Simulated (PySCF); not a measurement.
# C2H2N2S (1,2,4-thiadiazole): the cost of one run

Programs: PySCF 2.14.0, with density-fitted response routines of our own. Each step states its level of theory. These are calculated values for one molecule, in the gas phase or a continuum, unless marked as measured. Atoms count from 0, in the outputs and in this text.

**1. The starting structure**

7 atoms, charge 0, multiplicity 1; geometry from: GFN2-xTB. The atoms were then displaced at random by about 0.01 Å, so the start is not that level's minimum.

Bonds of the start (Å): C0–N1 1.31, N1–C2 1.28, C2–S3 1.71, S3–N4 1.66, N4–C0 1.33, C0–H5 1.07, C2–H6 1.10.

**2. Relaxing the molecule at PBE0-D3(BJ)/def2-SVP**

What the job is given:

```
{"job": {"xc": "PBE0", "basis": "def2-SVP", "d3": "d3bj", "grid": 1, "shake": 0.01, "kind": "geom"}, "charge": 0, "multiplicity": 1}
C     -0.907840    -0.537660     0.090060
N      0.339320    -0.889050     0.307450
C      1.086500     0.152100     0.234380
S      0.244330     1.597350    -0.104540
N     -1.180080     0.738870    -0.156620
H     -1.725720    -1.231380     0.096080
H      2.177450     0.140670     0.382860
```

Run with:

```console
OMP_NUM_THREADS=1 python probes_run.py task.json out
```

One launch serves the whole session: the jobs run in the order shown.

Q: Estimate the wall time and peak memory of this first job on 1 thread of Arm Neoverse N1, shared host.

About 35 s, with a peak of 0.36 GiB.
